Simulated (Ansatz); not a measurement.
BH₂F. The state is a triplet with charge 0. Geometry PBE-D4/def2-TZVP, that of the neutral singlet; atoms count from 1.

```tsv
atom	x (Å)	y (Å)	z (Å)
B1	0.049	-0.019	0.006
H2	0.968	0.693	-0.308
H3	0.165	-1.137	0.438
F4	-1.182	0.463	-0.136
```

At PBE0-D4/def2-TZVP a singlet of charge 0 lies 5.40 eV below the triplet at the same geometry.

(1) Estimate the Mulliken populations from the PBE0/def2-TZVP orbitals of Ansatz.

(2) Where does the spin sit?

(3) And the Mayer bond orders between bonded heavy atoms (over 0.3)?

## Answers

(1) 
```csv
atom,charge (e),spin (α − β)
B1,-0.24,1.17
H2,0.18,0.29
H3,0.18,0.29
F4,-0.13,0.26
```
Mulliken values and Mayer orders depend strongly on the basis.

(2) Summed by element: B 1.17, H 0.57, F 0.26, of 2 unpaired in all. Largest on single atoms: B1 1.17, H2 0.29, H3 0.29.

(3) B1–F4 1.16 (1.33 Å).
